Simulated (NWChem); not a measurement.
## Total energies of hydrazine (H₄N₂)

```
N
H 1 1.0170
H 1 1.0212 2 107.41
N 1 1.4029 2 108.92 3 123.24
H 4 1.0170 1 108.92 2 151.12
H 4 1.0212 5 107.41 1 -123.24
```
Charge 0, spin multiplicity 1.

All runs are NWChem calculations. Structure: optimised with PBE0/def2-SVP, a minimum by its harmonic frequencies. It is one conformer; others weren't searched.

Basis set: STO-3G (14 functions).

```json
[
 {"method": "RHF", "total energy (Ha)": "-109.74361"},
 {"method": "MP2", "total energy (Ha)": "-109.83161"},
 {"method": "B2PLYP", "total energy (Ha)": "-110.18890"},
 {"method": "PBE", "total energy (Ha)": "-110.22836"},
 {"method": "B3LYP", "total energy (Ha)": "-110.36646"},
 {"method": "r2SCAN", "total energy (Ha)": "-110.31816"},
 {"method": "CCSD(T)", "total energy (Ha)": "-109.86265"}
]
```

Total energies of different functionals aren't comparable as a measure of quality: only differences taken within one method are. 

The correlated methods keep 2 core orbitals frozen. B3LYP has NWChem's definition, with VWN1-RPA local correlation. No row is a measurement; the coupled-cluster row has its own basis-set and correlation limits.
